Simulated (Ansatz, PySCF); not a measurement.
Gas-phase enthalpy of formation at 298 K, by the atomisation route, of CNC (SMILES; C2H7N, N-methylmethanamine). Structures are relaxed separately at B3LYP-D3(BJ)/def2-TZVP in Ansatz (a quantum-chemistry and plane-wave program). Cores are frozen in the correlated levels unless marked. UHF or UKS for open shells. Spin-orbit coupling is left out. No relativistic terms. CBS(X,Y): correlation extrapolated as X^-3; Hartree-Fock from the larger set. [CCSD(T)-MP2]/basis is that difference in the basis named. Thermal terms are rigid-rotor harmonic-oscillator values from B3LYP-D3(BJ) frequencies (PySCF) at 298.15 K and 1 atm. 1 Eh = 627.5095 kcal/mol.

```csv
species,count,"E, RI-MP2/CBS(aug-cc-pVTZ,aug-cc-pVQZ)+[CCSD(T)-MP2]/aug-cc-pVTZ (Ansatz) (Eh)","E, PBE/def2-TZVPD (Ansatz) (Eh)",measured ΔHf at 0 K (kcal/mol),H(298) - H(0) of the element (kcal/mol)
CNC,1,-135.00124,-135.02771,-,-
C atom,2,-37.79159,-37.79605,169.98,0.25
H atom,7,-0.49995,-0.49962,51.63,1.01
N atom,1,-54.53190,-54.53224,112.53,1.04
```

Molecule: zero-point energy 57.78, H(298) - H(0) 3.36 kcal/mol. The route leaves out scalar relativity and anharmonic zero-point terms, the atoms' spin-orbit terms, and in the frozen-core level the core correlation. Atomic data: G2/97 table in ASE.

Q: Work out De, D0 and ΔHf at 0 and 298 K at both levels, and their errors against the measured value.

A: 
The atoms' values sum to 813.90 (0 K) and 8.61 (thermal), in kcal/mol.
- RI-MP2/CBS(aug-cc-pVTZ,aug-cc-pVQZ)+[CCSD(T)-MP2]/aug-cc-pVTZ: De = 870.05; D0 = 870.05 - 57.78 = 812.27; ΔHf(0 K) = 813.90 - 812.27 = 1.63; ΔHf(298 K) = 1.63 + 3.36 - 8.61 = -3.62; error +0.2.
- PBE/def2-TZVPD: De = 882.30; D0 = 882.30 - 57.78 = 824.52; ΔHf(0 K) = 813.90 - 824.52 = -10.62; ΔHf(298 K) = -10.62 + 3.36 - 8.61 = -15.87; error -12.1.
Measured: -3.8 kcal/mol (Active Thermochemical Tables 1.112 (ions: stationary electron), as tabulated in the package chemicals).
